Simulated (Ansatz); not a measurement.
A run of Ansatz (development build ahead of 0.2.0) on doublet AlO₂ at this shape:

```csv
atom,x (Å),y (Å),z (Å)
O,0.0000,0.0000,-1.8040
Al,0.0000,0.0000,0.0000
O,0.0000,0.0000,1.8040
```

Its results:

```yaml
Converged: yes
Reference_energy: -391.34227 hartree
Correlation_energy: -0.41630 hartree
Total_energy: -391.75857 hartree
Spin_squared_of_the_determinant: 0.750
Stability_test: minimum among restricted orbitals
```

Messages of the program:
```
mean field -10648.96564447 eV, -391.3422693063 hartree, gradient 4.4e-6 eV, S^2 0.750000; 14 other ends of a descent, 0 dependent functions left out
with unlike orbitals of the spins -10649.45232109 eV, -391.3601543418 hartree, S^2 1.4552
```

(1) Which input gives this output? Name the method, the orbitals and the basis set, and write the input.

## Answers

(1) ROHF-MP2 in def2-SVP.

```yaml
crystal:
  periodic: [false, false, false]
  atoms:
    - { symbol: O, position_ang: [0.0, 0.0, -1.804] }
    - { symbol: Al, position_ang: [0.0, 0.0, 0.0] }
    - { symbol: O, position_ang: [0.0, 0.0, 1.804] }
basis:
  gaussian: { orbitals: def2-SVP }
magnetization:
  initial_magnetization: 1
hamiltonian:
  xc: hf
correlation:
  method: mp2
  frozen_orbitals: { Al: 5, O: 1 }
```

Caution: the determinant may break the point group.
